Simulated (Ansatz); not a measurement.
Basis-set extrapolation for AlFHO, SMILES `[O][AlH][F]` radical (PBE0-D4/def2-TZVP geometry, frozen core, Ansatz 0.2.0). Multiplicity 2, UHF reference.

```csv
,def2-TZVPP,def2-QZVPP
HF,-416.961996,-416.978205
MP2 correlation,-0.511153,-0.559331
CCSD(T) correlation,-0.544562,not run
```

Energies in hartree. Use E(X) = E(∞) + A·exp(−7.88·√X) for Hartree–Fock and E(X) = E(∞) + B·X^(−2.97) for correlation, with X = 3 and 4, and add CCSD(T) minus MP2 of the smaller set to the MP2 limit.

Problem. What is the CCSD(T) energy at the basis-set limit?

Solution. HF limit: -416.978205 + (-0.016209) × 0.13774 = -416.98044. MP2 limit: -0.559331 + (-0.048178) × 0.74074 = -0.59502. Higher-order term: -0.544562 − (-0.511153) = -0.03341. Total: -417.60887 hartree, 268.6 kJ/mol below CCSD(T)/def2-TZVPP.
